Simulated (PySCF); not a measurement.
Compound: fluorine oxoborane, BFO.
Numbering: `[O:1]=[B:2][F:3]`

A linear-response calculation (PySCF, def2-SVPD basis, gas phase, vertical, core orbitals frozen in the response) gave these numbers; the functional is withheld.

Orbital energies (eV): HOMO-3 -16.81, HOMO-2 -13.85, HOMO-1 -11.97, HOMO -11.97, LUMO -0.14, LUMO+1 2.27, LUMO+2 2.27.

```
state  E (eV)       f  main configurations (H = HOMO, L = LUMO)
   S1    8.09   0.046                            H-1/H→L (≥94%)
   S2    8.09   0.046                            H-1/H→L (≥94%)
   S3    9.14  0.0000                      H-1/H→L+1/L+2 (≥75%)
   S4    9.40  0.0000                      H-1/H→L+1/L+2 (≥69%)
   S5    9.40  0.0000                      H-1/H→L+1/L+2 (≥69%)
   S6    9.97  0.0099                               H-2→L (88%)
```

Triplets, Tamm–Dancoff:

| state | E (eV) | λ (nm) | main configurations (H = HOMO, L = LUMO) |
| --- | --- | --- | --- |
| T1 | 7.63 | 162.4 | H-1/H→L (≥89%) |
| T2 | 7.63 | 162.4 | H-1/H→L (≥89%) |
| T3 | 8.01 | 154.8 | H-1/H→L+1/L+2 (≥71%) |

Vertical ionisation energy by ΔSCF with the same functional: 13.67 eV. Mean static polarisability: 16.4 au.

Orbitals of the list HOMO-3 to LUMO+2 that lie within 0.01 eV of each other are written together with a slash and their weights summed (≥ marks a lower bound); for degenerate orbitals outside that list single weights are arbitrary.

Question: Name the functional.
A. CAM-B3LYP
B. PBE
C. PBE0
D. HF

Answer: A. CAM-B3LYP is range-separated, 19% exact exchange at short range and 65% at long range (ω = 0.33 bohr⁻¹). In this run −ε(HOMO) = 11.97 eV differs from the ΔSCF value by -1.70 eV, and S1 differs from the orbital gap of 11.83 eV by -3.74 eV. The ratio −ε(HOMO)/IP is 0.88. Usual ranges for neutral molecules in this basis: 0.85 to 0.93 with CAM-B3LYP, 0.5 to 0.7 with PBE, 0.7 to 0.83 with PBE0; with Hartree–Fock the ratio is 1 or more (Koopmans' value less the relaxation energy is the ΔSCF value). The other options: PBE, a GGA without exact exchange; HF, time-dependent Hartree–Fock, 100% exact exchange; PBE0, a global hybrid with 25% exact exchange.

Level of theory: TDDFT CAM-B3LYP/def2-SVPD, vertical, gas phase, core orbitals frozen in the response in PySCF. Geometry: PBE0-D3(BJ)/def2-SVP; no solvent, vibrations or thermal averaging.
